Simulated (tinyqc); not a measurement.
RHF in the sto-3g basis, for NH3, spin multiplicity 1, step by step (part 1 of 2). Computed by tinyqc, a small Python program that keeps every step (integrals from PySCF). Settings: charge = 0, multiplicity = 1, basis = sto-3g, energy threshold = 1e-09, iteration cap = 74, orthogonalisation = symmetric, start = highest core orbitals, DIIS depth = 3, DIIS from iteration = 3, method = RHF. Command: `OMP_NUM_THREADS=1 python tinyqc.py 23455 23456 out.jsonl` (the two numbers bound the seeds that draw the settings). One thread of a shared host (Intel(R) Xeon(R) Processor @ 2.60GHz), about 0.07 s of CPU time with the checks. Later iterations appear only in the table of the cycle.

## One-electron integrals

Geometry (angstrom):

| atom | x | y | z |
|---|---|---|---|
| N | 0.000000 | 0.000000 | 0.532000 |
| H | 0.841000 | 0.000000 | 0.000000 |
| H | -0.421000 | 0.729000 | 0.000000 |
| H | -0.421000 | -0.729000 | 0.000000 |

Basis sto-3g: exponents (1/bohr^2) and contraction coefficients of normalised primitives:

| element | l (shell) | exponent | coefficient |
|---|---|---|---|
| N | s (1) | 99.106169 | 0.154329 |
| N | s (1) | 18.052312 | 0.535328 |
| N | s (1) | 4.885660 | 0.444635 |
| N | s (2) | 3.780456 | -0.099967 |
| N | s (2) | 0.878497 | 0.399513 |
| N | s (2) | 0.285714 | 0.700115 |
| N | p (3) | 3.780456 | 0.155916 |
| N | p (3) | 0.878497 | 0.607684 |
| N | p (3) | 0.285714 | 0.391957 |
| H | s (1) | 3.425251 | 0.154329 |
| H | s (1) | 0.623914 | 0.535328 |
| H | s (1) | 0.168855 | 0.444635 |

Overlap, kinetic and nuclear-attraction integrals over the contracted functions; the nuclear repulsion is the sum of Za Zb / Rab.

nuclear repulsion = 12.25085361 hartree

overlap S, lower triangle:
```
           1N 1s     1N 2s     1N 2px     1N 2py     1N 2pz     2H 1s     3H 1s     4H 1s
1N 1s   1.000000
1N 2s   0.235038  1.000000
1N 2px  0.000000  0.000000   1.000000
1N 2py  0.000000  0.000000   0.000000   1.000000
1N 2pz  0.000000  0.000000   0.000000   0.000000   1.000000
2H 1s   0.060787  0.505446   0.376432   0.000000  -0.238124  1.000000
3H 1s   0.060686  0.505004  -0.188207   0.325898  -0.237830  0.272823  1.000000
4H 1s   0.060686  0.505004  -0.188207  -0.325898  -0.237830  0.272823  0.272601  1.000000
```

kinetic energy T (hartree), lower triangle:
```
            1N 1s     1N 2s     1N 2px     1N 2py     1N 2pz     2H 1s     3H 1s     4H 1s
1N 1s   21.990753
1N 2s   -0.128416  0.606994
1N 2px   0.000000  0.000000   1.899358
1N 2py   0.000000  0.000000   0.000000   1.899358
1N 2pz   0.000000  0.000000   0.000000   0.000000   1.899358
2H 1s   -0.005147  0.129898   0.250240   0.000000  -0.158297  0.760032
3H 1s   -0.005193  0.129603  -0.124966   0.216390  -0.157914  0.013535  0.760032
4H 1s   -0.005193  0.129603  -0.124966  -0.216390  -0.157914  0.013535  0.013478  0.760032
```

nuclear attraction V (hartree), lower triangle:
```
             1N 1s      1N 2s     1N 2px     1N 2py     1N 2pz      2H 1s      3H 1s      4H 1s
1N 1s   -47.780496
1N 2s    -5.807722  -8.421265
1N 2px   -0.000013  -0.000091  -8.375543
1N 2py    0.000000   0.000000   0.000000  -8.375424
1N 2pz    0.026236   0.298670   0.000099   0.000000  -8.346476
2H 1s    -1.542547  -3.589290  -2.420332   0.000000   1.636141  -5.554998
3H 1s    -1.539937  -3.585338   1.209753  -2.094834   1.633715  -1.627165  -5.552633
4H 1s    -1.539937  -3.585338   1.209753   2.094834   1.633715  -1.627165  -1.625530  -5.552633
```

core Hamiltonian H = T + V (hartree), lower triangle:
```
             1N 1s      1N 2s     1N 2px     1N 2py     1N 2pz      2H 1s      3H 1s      4H 1s
1N 1s   -25.789743
1N 2s    -5.936138  -7.814271
1N 2px   -0.000013  -0.000091  -6.476185
1N 2py    0.000000   0.000000   0.000000  -6.476066
1N 2pz    0.026236   0.298670   0.000099   0.000000  -6.447118
2H 1s    -1.547694  -3.459392  -2.170092   0.000000   1.477844  -4.794966
3H 1s    -1.545130  -3.455734   1.084787  -1.878444   1.475801  -1.613630  -4.792601
4H 1s    -1.545130  -3.455734   1.084787   1.878444   1.475801  -1.613630  -1.612051  -4.792601
```

## Two-electron integrals

Functions are numbered as in S; the eight-fold symmetry (ij|kl) = (ji|kl) = (kl|ij) leaves the list below.

Two-electron integrals (ij|kl) in chemists' order, unique and non-zero (hartree):
```
(11|11) 4.166630    (21|11) 0.640849    (21|21) 0.117461    (22|11) 0.969864
(22|21) 0.220936    (22|22) 0.708245    (31|31) 0.020960    (32|31) 0.032452
(32|32) 0.156449    (33|11) 0.967124    (33|21) 0.220977    (33|22) 0.708086
(33|33) 0.762805    (41|41) 0.020960    (42|41) 0.032452    (42|42) 0.156449
(43|43) 0.041119    (44|11) 0.967124    (44|21) 0.220977    (44|22) 0.708086
(44|33) 0.680568    (44|44) 0.762805    (51|51) 0.020960    (52|51) 0.032452
(52|52) 0.156449    (53|53) 0.041119    (54|54) 0.041119    (55|11) 0.967124
(55|21) 0.220977    (55|22) 0.708086    (55|33) 0.680568    (55|44) 0.680568
(55|55) 0.762805    (61|11) 0.168221    (61|21) 0.030572    (61|22) 0.057123
(61|31) 0.001358    (61|32) 0.002536    (61|33) 0.057290    (61|44) 0.056981
(61|51) -0.000859   (61|52) -0.001605   (61|53) -0.000196   (61|55) 0.057105
(61|61) 0.008091    (62|11) 0.384596    (62|21) 0.088586    (62|22) 0.310626
(62|31) 0.006251    (62|32) 0.046186    (62|33) 0.317423    (62|44) 0.304501
(62|51) -0.003954   (62|52) -0.029216   (62|53) -0.008174   (62|55) 0.309672
(62|61) 0.023661    (62|62) 0.169243    (63|11) 0.247613    (63|21) 0.057785
(63|22) 0.215738    (63|31) 0.012902    (63|32) 0.083139    (63|33) 0.232917
(63|44) 0.205302    (63|51) -0.002268   (63|52) -0.019169   (63|53) -0.011472
(63|55) 0.208766    (63|61) 0.016165    (63|62) 0.141258    (63|63) 0.139356
(64|41) 0.009316    (64|42) 0.052837    (64|43) 0.009479    (64|54) -0.005996
(64|64) 0.023231    (65|11) -0.156635   (65|21) -0.036554   (65|22) -0.136472
(65|31) -0.002268   (65|32) -0.019169   (65|33) -0.135346   (65|44) -0.129870
(65|51) 0.010751    (65|52) 0.064962    (65|53) 0.012943    (65|55) -0.144054
(65|61) -0.010226   (65|62) -0.089357   (65|63) -0.073458   (65|65) 0.069699
(66|11) 0.514275    (66|21) 0.120362    (66|22) 0.479615    (66|31) 0.011385
(66|32) 0.112282    (66|33) 0.505185    (66|44) 0.456888    (66|51) -0.007202
(66|52) -0.071028   (66|53) -0.030552   (66|55) 0.476214    (66|61) 0.032562
(66|62) 0.321361    (66|63) 0.301381    (66|65) -0.190648   (66|66) 0.774606
(71|11) 0.167937    (71|21) 0.030521    (71|22) 0.057028    (71|31) -0.000678
(71|32) -0.001267   (71|33) 0.056963    (71|41) 0.001175    (71|42) 0.002194
(71|43) -0.000134   (71|44) 0.057118    (71|51) -0.000857   (71|52) -0.001601
(71|53) 0.000098    (71|54) -0.000169   (71|55) 0.057010    (71|61) 0.007936
(71|62) 0.022801    (71|63) 0.014490    (71|64) 0.000633    (71|65) -0.009860
(71|66) 0.030938    (71|71) 0.008064    (72|11) 0.384159    (72|21) 0.088486
(72|22) 0.310303    (72|31) -0.003124   (72|32) -0.023085   (72|33) 0.307413
(72|41) 0.005409    (72|42) 0.039974    (72|43) -0.005596   (72|44) 0.313871
(72|51) -0.003947   (72|52) -0.029172   (72|53) 0.004084    (72|54) -0.007071
(72|55) 0.309342    (72|61) 0.022813    (72|62) 0.137400    (72|63) 0.087293
(72|64) 0.014226    (72|65) -0.070799   (72|66) 0.216961    (72|71) 0.023595
(72|72) 0.168925    (73|11) -0.123764   (73|21) -0.028883   (73|22) -0.107841
(73|31) 0.010200    (73|32) 0.060350    (73|33) -0.113182   (73|41) -0.001553
(73|42) -0.013123   (73|43) 0.010078    (73|44) -0.105872   (73|51) 0.001133
(73|52) 0.009576    (73|53) -0.007355   (73|54) 0.002370    (73|55) -0.104354
(73|61) -0.006706   (73|62) -0.031375   (73|63) -0.002225   (73|64) -0.002501
(73|65) 0.015691    (73|66) -0.033806   (73|71) -0.008066   (73|72) -0.070551
(73|73) 0.052202    (74|11) 0.214308    (74|21) 0.050013    (74|22) 0.186737
(74|31) -0.001553   (74|32) -0.013123   (74|33) 0.179579    (74|41) 0.011992
(74|42) 0.075495    (74|43) -0.007985   (74|44) 0.199733    (74|51) -0.001962
(74|52) -0.016582   (74|53) 0.002370    (74|54) -0.010090   (74|55) 0.180699
(74|61) 0.012879    (74|62) 0.082756    (74|63) 0.051975    (74|64) 0.026359
(74|65) -0.041760   (74|66) 0.130405    (74|71) 0.013968    (74|72) 0.122165
(74|73) -0.050254   (74|74) 0.110199    (75|11) -0.156395   (75|21) -0.036498
(75|22) -0.136274   (75|31) 0.001133    (75|32) 0.009576    (75|33) -0.131051
(75|41) -0.001962   (75|42) -0.016582   (75|43) 0.002370    (75|44) -0.133786
(75|51) 0.010735    (75|52) 0.064873    (75|53) -0.006467   (75|54) 0.011198
(75|55) -0.143840   (75|61) -0.009861   (75|62) -0.070778   (75|63) -0.043966
(75|64) -0.007299   (75|65) 0.054054    (75|66) -0.121420   (75|71) -0.010193
(75|72) -0.089152   (75|73) 0.036673    (75|74) -0.063503   (75|75) 0.069523
(76|11) 0.164752    (76|21) 0.038261    (76|22) 0.143982    (76|31) 0.001056
(76|32) 0.008983    (76|33) 0.142763    (76|41) 0.001832    (76|42) 0.015583
(76|43) 0.000432    (76|44) 0.143268    (76|51) -0.002675   (76|52) -0.022747
(76|53) -0.002371   (76|54) -0.004112   (76|55) 0.145765    (76|61) 0.010127
(76|62) 0.077396    (76|63) 0.059248    (76|64) 0.007135    (76|65) -0.045292
(76|66) 0.148079    (76|71) 0.010110    (76|72) 0.077333    (76|73) -0.023458
(76|74) 0.054864    (76|75) -0.045241   (76|76) 0.042652    (77|11) 0.513960
(77|21) 0.120290    (77|22) 0.479391    (77|31) -0.005690   (77|32) -0.056139
(77|33) 0.468755    (77|41) 0.009852    (77|42) 0.097210    (77|43) -0.020918
(77|44) 0.492896    (77|51) -0.007190   (77|52) -0.070940   (77|53) 0.015266
(77|54) -0.026434   (77|55) 0.475965    (77|61) 0.030971    (77|62) 0.217087
(77|63) 0.129812    (77|64) 0.035977    (77|65) -0.121514   (77|66) 0.354810
(77|71) 0.032488    (77|72) 0.321008    (77|73) -0.150639   (77|74) 0.260845
(77|75) -0.190356   (77|76) 0.148079    (77|77) 0.774606    (81|11) 0.167937
(81|21) 0.030521    (81|22) 0.057028    (81|31) -0.000678   (81|32) -0.001267
(81|33) 0.056963    (81|41) -0.001175   (81|42) -0.002194   (81|43) 0.000134
(81|44) 0.057118    (81|51) -0.000857   (81|52) -0.001601   (81|53) 0.000098
(81|54) 0.000169    (81|55) 0.057010    (81|61) 0.007936    (81|62) 0.022801
(81|63) 0.014490    (81|64) -0.000633   (81|65) -0.009860   (81|66) 0.030938
(81|71) 0.007923    (81|72) 0.022776    (81|73) -0.007790   (81|74) 0.012225
(81|75) -0.009845   (81|76) 0.009833    (81|77) 0.030919    (81|81) 0.008064
(82|11) 0.384159    (82|21) 0.088486    (82|22) 0.310303    (82|31) -0.003124
(82|32) -0.023085   (82|33) 0.307413    (82|41) -0.005409   (82|42) -0.039974
(82|43) 0.005596    (82|44) 0.313871    (82|51) -0.003947   (82|52) -0.029172
(82|53) 0.004084    (82|54) 0.007071    (82|55) 0.309342    (82|61) 0.022813
(82|62) 0.137400    (82|63) 0.087293    (82|64) -0.014226   (82|65) -0.070799
(82|66) 0.216961    (82|71) 0.022776    (82|72) 0.137258    (82|73) -0.055949
(82|74) 0.068462    (82|75) -0.070701   (82|76) 0.064565    (82|77) 0.216869
(82|81) 0.023595    (82|82) 0.168925    (83|11) -0.123764   (83|21) -0.028883
(83|22) -0.107841   (83|31) 0.010200    (83|32) 0.060350    (83|33) -0.113182
(83|41) 0.001553    (83|42) 0.013123    (83|43) -0.010078   (83|44) -0.105872
(83|51) 0.001133    (83|52) 0.009576    (83|53) -0.007355   (83|54) -0.002370
(83|55) -0.104354   (83|61) -0.006706   (83|62) -0.031375   (83|63) -0.002225
(83|64) 0.002501    (83|65) 0.015691    (83|66) -0.033806   (83|71) -0.007790
(83|72) -0.055949   (83|73) 0.040617    (83|74) -0.027233   (83|75) 0.028293
(83|76) -0.019302   (83|77) -0.096032   (83|81) -0.008066   (83|82) -0.070551
(83|83) 0.052202    (84|11) -0.214308   (84|21) -0.050013   (84|22) -0.186737
(84|31) 0.001553    (84|32) 0.013123    (84|33) -0.179579   (84|41) 0.011992
(84|42) 0.075495    (84|43) -0.007985   (84|44) -0.199733   (84|51) 0.001962
(84|52) 0.016582    (84|53) -0.002370   (84|54) -0.010090   (84|55) -0.180699
(84|61) -0.012879   (84|62) -0.082756   (84|63) -0.051975   (84|64) 0.026359
(84|65) 0.041760    (84|66) -0.130405   (84|71) -0.012225   (84|72) -0.068462
(84|73) 0.027233    (84|74) -0.016505   (84|75) 0.034413    (84|76) -0.033412
(84|77) -0.094418   (84|81) -0.013968   (84|82) -0.122165   (84|83) 0.050254
(84|84) 0.110199    (85|11) -0.156395   (85|21) -0.036498   (85|22) -0.136274
(85|31) 0.001133    (85|32) 0.009576    (85|33) -0.131051   (85|41) 0.001962
(85|42) 0.016582    (85|43) -0.002370   (85|44) -0.133786   (85|51) 0.010735
(85|52) 0.064873    (85|53) -0.006467   (85|54) -0.011198   (85|55) -0.143840
(85|61) -0.009861   (85|62) -0.070778   (85|63) -0.043966   (85|64) 0.007299
(85|65) 0.054054    (85|66) -0.121420   (85|71) -0.009845   (85|72) -0.070701
(85|73) 0.028293    (85|74) -0.034413   (85|75) 0.053980    (85|76) -0.036846
(85|77) -0.121352   (85|81) -0.010193   (85|82) -0.089152   (85|83) 0.036673
(85|84) 0.063503    (85|85) 0.069523    (86|11) 0.164752    (86|21) 0.038261
(86|22) 0.143982    (86|31) 0.001056    (86|32) 0.008983    (86|33) 0.142763
(86|41) -0.001832   (86|42) -0.015583   (86|43) -0.000432   (86|44) 0.143268
(86|51) -0.002675   (86|52) -0.022747   (86|53) -0.002371   (86|54) 0.004112
(86|55) 0.145765    (86|61) 0.010127    (86|62) 0.077396    (86|63) 0.059248
(86|64) -0.007135   (86|65) -0.045292   (86|66) 0.148079    (86|71) 0.009833
(86|72) 0.064565    (86|73) -0.019302   (86|74) 0.033412    (86|75) -0.036846
(86|76) 0.036164    (86|77) 0.104748    (86|81) 0.010110    (86|82) 0.077333
(86|83) -0.023458   (86|84) -0.054864   (86|85) -0.045241   (86|86) 0.042652
(87|11) 0.164581    (87|21) 0.038221    (87|22) 0.143842    (87|31) -0.002114
(87|32) -0.017979   (87|33) 0.143380    (87|44) 0.142377    (87|51) -0.002671
(87|52) -0.022719   (87|53) 0.004743    (87|55) 0.145620    (87|61) 0.009840
(87|62) 0.064569    (87|63) 0.038558    (87|65) -0.036859   (87|66) 0.104690
(87|71) 0.010100    (87|72) 0.077257    (87|73) -0.035764   (87|74) 0.047689
(87|75) -0.045194   (87|76) 0.036137    (87|77) 0.147934    (87|81) 0.010100
(87|82) 0.077257    (87|83) -0.035764   (87|84) -0.047689   (87|85) -0.045194
(87|86) 0.036137    (87|87) 0.042577    (88|11) 0.513960    (88|21) 0.120290
(88|22) 0.479391    (88|31) -0.005690   (88|32) -0.056139   (88|33) 0.468755
(88|41) -0.009852   (88|42) -0.097210   (88|43) 0.020918    (88|44) 0.492896
(88|51) -0.007190   (88|52) -0.070940   (88|53) 0.015266    (88|54) 0.026434
(88|55) 0.475965    (88|61) 0.030971    (88|62) 0.217087    (88|63) 0.129812
(88|64) -0.035977   (88|65) -0.121514   (88|66) 0.354810    (88|71) 0.030919
(88|72) 0.216869    (88|73) -0.096032   (88|74) 0.094418    (88|75) -0.121352
(88|76) 0.104748    (88|77) 0.354686    (88|81) 0.032488    (88|82) 0.321008
(88|83) -0.150639   (88|84) -0.260845   (88|85) -0.190356   (88|86) 0.148079
(88|87) 0.147934    (88|88) 0.774606
```

## Orthogonalisation

S = U s U^T; symmetric (Loewdin) form X = U s^(-1/2) U^T, so that X^T S X = 1.

eigenvalues of S: 0.252091  0.382757  0.383078  0.892343  1.088792  1.344321  1.344346  2.312273

X, lower triangle:
```
            1N 1s      1N 2s     1N 2px     1N 2py    1N 2pz      2H 1s      3H 1s     4H 1s
1N 1s    1.025220
1N 2s   -0.156423   1.424766
1N 2px  -0.000007   0.000196   1.132440
1N 2py   0.000000   0.000000   0.000000   1.132280
1N 2pz   0.015947  -0.186271  -0.000112   0.000000  1.086066
2H 1s    0.022691  -0.327212  -0.295186   0.000000  0.151688   1.274578
3H 1s    0.022680  -0.326614   0.147495  -0.255365  0.151341  -0.071996   1.273963
4H 1s    0.022680  -0.326614   0.147495   0.255365  0.151341  -0.071996  -0.071920  1.273963
```

## Starting guess

The start is the highest orbitals of the core Hamiltonian (a deliberately bad start); D = 2 C_occ C_occ^T.

D at the start, lower triangle:
```
            1N 1s      1N 2s     1N 2px     1N 2py    1N 2pz      2H 1s      3H 1s     4H 1s
1N 1s    0.037452
1N 2s   -0.245643   2.055808
1N 2px  -0.000098   0.001199   0.404491
1N 2py   0.000000   0.000000   0.000000   2.824961
1N 2pz  -0.147199   0.233449  -0.000123   0.000000  1.783686
2H 1s    0.103708  -1.256263  -1.007070   0.000000  0.539733   3.535858
3H 1s    0.103554  -1.252958   0.502890  -1.265674  0.538065  -0.223224   3.596180
4H 1s    0.103554  -1.252958   0.502890   1.265674  0.538065  -0.223224  -0.287468  3.596180
```

## Iteration 1: building the Fock matrix

J_ij = sum D_kl (ij|kl), K_ij = sum D_kl (ik|jl); F = H + J - 0.5 K; E = tr D H + tr D J / 2 - 0.25 tr D K + E_nn.

Coulomb J (hartree), lower triangle:
```
           1N 1s      1N 2s     1N 2px     1N 2py     1N 2pz     2H 1s     3H 1s     4H 1s
1N 1s   6.831105
1N 2s   1.570130   5.528441
1N 2px  0.002009   0.015883   5.439327
1N 2py  0.000000   0.000000   0.000000   5.609787
1N 2pz  0.016403  -0.094322  -0.002412   0.000000   5.531799
2H 1s   0.405077   2.614604   1.881824   0.000000  -1.250711  4.680628
3H 1s   0.404652   2.620596  -0.933834   1.659867  -1.250868  1.306032  4.714089
4H 1s   0.404652   2.620596  -0.933834  -1.659867  -1.250868  1.306032  1.299302  4.714089
```

exchange K (hartree), lower triangle:
```
           1N 1s     1N 2s     1N 2px     1N 2py     1N 2pz     2H 1s     3H 1s     4H 1s
1N 1s   0.124589
1N 2s   0.133461  1.031192
1N 2px  0.001299  0.013129   0.370865
1N 2py  0.000000  0.000000   0.000000   1.833275
1N 2pz  0.031861  0.627428  -0.002480   0.000000   1.424521
2H 1s   0.029539  0.480048   0.323021   0.000000  -0.135574  1.425604
3H 1s   0.033435  0.503649  -0.154931   0.570666  -0.135828  0.292417  1.512341
4H 1s   0.033435  0.503649  -0.154931  -0.570666  -0.135828  0.292417  0.238752  1.512341
```

Fock matrix F (hartree), lower triangle:
```
             1N 1s      1N 2s     1N 2px     1N 2py     1N 2pz      2H 1s      3H 1s      4H 1s
1N 1s   -19.020932
1N 2s    -4.432739  -2.801426
1N 2px    0.001347   0.009227  -1.222290
1N 2py    0.000000   0.000000   0.000000  -1.782916
1N 2pz    0.026709  -0.109366  -0.001073   0.000000  -1.627580
2H 1s    -1.157386  -1.084812  -0.449779   0.000000   0.294920  -0.827140
3H 1s    -1.157196  -1.086963   0.228419  -0.503910   0.292847  -0.453807  -0.834683
4H 1s    -1.157196  -1.086963   0.228419   0.503910   0.292847  -0.453807  -0.432126  -0.834683
```

total energy of this density = -16.90430460 hartree

## Iteration 1: diagonalisation and new density

Diagonalise F' = X^T F X, C = X C', fill 5 alpha and 5 beta electrons from the bottom; D = 2 C_occ C_occ^T. Each column has its largest component positive (the first on a tie).

F' = X^T F X (hartree), lower triangle:
```
            1          2          3          4          5          6          7          8
1  -18.778612
2   -1.980966  -1.939068
3   -0.000156   0.009874  -1.162330
4    0.000000   0.000000   0.000000  -1.755492
5    0.042097  -0.169774  -0.001851   0.000000  -1.612247
6   -0.243284  -0.314059  -0.192375   0.000000   0.081694  -0.363096
7   -0.243892  -0.320026   0.097835  -0.179761   0.081690  -0.066776  -0.338367
8   -0.243892  -0.320026   0.097835   0.179761   0.081690  -0.066776  -0.069401  -0.338367
```

orbital energies (hartree): MO1 -19.021129, MO2 -1.930844, MO3 -1.797766, MO4 -1.593319, MO5 -1.222332, MO6 -0.269426, MO7 -0.226693, MO8 -0.226070

coefficients C:
```
              MO1        MO2        MO3        MO4        MO5        MO6        MO7        MO8
1N 1s    1.000810  -0.234427   0.000000   0.095809  -0.003508  -0.104209   0.000000  -0.026707
1N 2s   -0.004559   1.056611   0.000000  -0.464126   0.013927   1.005243   0.000000   0.258801
1N 2px  -0.000038  -0.012507   0.000000   0.013757   1.008484   0.162717   0.000000  -0.607620
1N 2py   0.000000   0.000000   1.057703   0.000000   0.000000   0.000000  -0.541983   0.000000
1N 2pz  -0.000540   0.301858   0.000000   0.989964  -0.006690  -0.446297   0.000000  -0.113733
2H 1s    0.001341  -0.060372   0.000000   0.073607  -0.013677  -1.001842   0.000000   0.916353
3H 1s    0.001436  -0.061039  -0.095797   0.076475   0.009551  -0.572747   0.980681  -0.736057
4H 1s    0.001436  -0.061039   0.095797   0.076475   0.009551  -0.572747  -0.980681  -0.736057
```

D after iteration 1, lower triangle:
```
            1N 1s      1N 2s     1N 2px     1N 2py    1N 2pz     2H 1s     3H 1s     4H 1s
1N 1s    2.131537
1N 2s   -0.593553   2.664107
1N 2px   0.001349  -0.011108   2.034771
1N 2py   0.000000   0.000000   0.000000   2.237470
1N 2pz   0.047134  -0.281225   0.006194   0.000000  2.142383
2H 1s    0.045190  -0.196299  -0.024050   0.000000  0.109471  0.018503
3H 1s    0.046080  -0.199724   0.022896  -0.202649  0.114436  0.018371  0.037689
4H 1s    0.046080  -0.199724   0.022896   0.202649  0.114436  0.018371  0.000981  0.037689
```
